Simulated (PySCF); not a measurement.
Calculated properties of methylcyclopropane, `CC1CC1`

Species: methylcyclopropane, C₄H₈.
Numbering: `[CH3:1][CH:2]1[CH2:3][CH2:4]1` (hydrogens: H5, H6, H7 on C1; H8 on C2; H9, H10 on C3; H11, H12 on C4)

Structural features include: cyclopropane ring.

From PBE0-D3(BJ)/def2-TZVP geometry optimisation, gas phase (PySCF):

| Item | Value |
| --- | --- |
| Point group | Cs |
| Rotational constants A, B, C | 15.752, 6.418, 5.641 GHz |

**CAM-B3LYP/aug-cc-pVTZ ground state and vertical TDDFT (core frozen in the response) (PySCF)**

| Quantity | Value |
| --- | --- |
| Dipole moment | 0.14 D |
| HOMO energy | -9.29 eV |
| LUMO energy | 0.35 eV |
| HOMO–LUMO gap | 9.64 eV |
| Lowest singlet excitation | 7.15 eV (173 nm, f = 0.008) |
| Strongest line among the 10 lowest singlet transitions | S10 at 8.60 eV (144 nm, f = 0.071) |
| Lowest triplet excitation (Tamm–Dancoff) | 7.06 eV |
| Static isotropic polarisability | 48.4 au |
| Electronic spatial extent ⟨r²⟩ about the centre of nuclear charge | 297 bohr² |

B97-2/pcSseg-2 ground state and GIAO shieldings, non-relativistic (PySCF):

| Item | Value |
| --- | --- |
| 13C chemical shifts (computed TMS as zero) by class | 22.3 (C1), 8.4 (C2), 7.5 (C3/C4) ppm |
| 1H chemical shifts (computed TMS as zero) by class | 1.03 (H5/H6/H7), 0.60 (H8), 0.38 (H9/H11), -0.09 (H10/H12) ppm |

B3LYP/pcJ-2 indirect spin-spin coupling, non-relativistic, gas phase; spin–dipole term left out (PySCF):

| Item | Value |
| --- | --- |
| Largest of the computed one-bond spin–spin couplings (means over like bonds) | 13C–1H +167.0 (C3–H9 and 1 like it), 13C–1H +165.7 (C3–H10 and 1 like it), 13C–1H +163.2 (C2–H8), 13C–1H +130.2 (C1–H5 and 2 like it), 13C–13C +43.8 (C1–C2), 13C–13C +13.7 (C2–C3 and 1 like it), 13C–13C +12.1 (C3–C4) Hz |

Monoisotopic mass (most abundant isotopes): 56.0626 u.

 The vertical singlet–triplet gap S1 − T1 is 0.09 eV (TDDFT singlet less Tamm–Dancoff triplet; S1: HOMO→LUMO, weight 0.84; T1: HOMO→LUMO, weight 0.79). The polarisability is 7.17 Å³ as a volume (1 au = 0.148185 Å³), or 1.51 au for each of the 32 electrons. S1 lies 2.49 eV below the HOMO–LUMO gap; its leading configuration is HOMO→LUMO, weight 0.84. The dipole equals about 0.5 × 10⁻³⁰ C·m (1 D = 3.33564 × 10⁻³⁰ C·m). The rotational constants make it an asymmetric top with κ = (2B − A − C)/(A − C) = -0.85, nearer the prolate limit (−1). No computed singlet falls in the visible range (750 to 380 nm, 1.65 to 3.26 eV); S1 lies 3.89 eV above its blue end.

Isolated species at its PBE0-D3(BJ)/def2-TZVP geometry, gas phase. NMR classes are plain means over equivalent atoms (diastereotopic ones count apart unless rotation or inversion swaps them), as if these changed places fast; in this geometry the members of some classes differ.
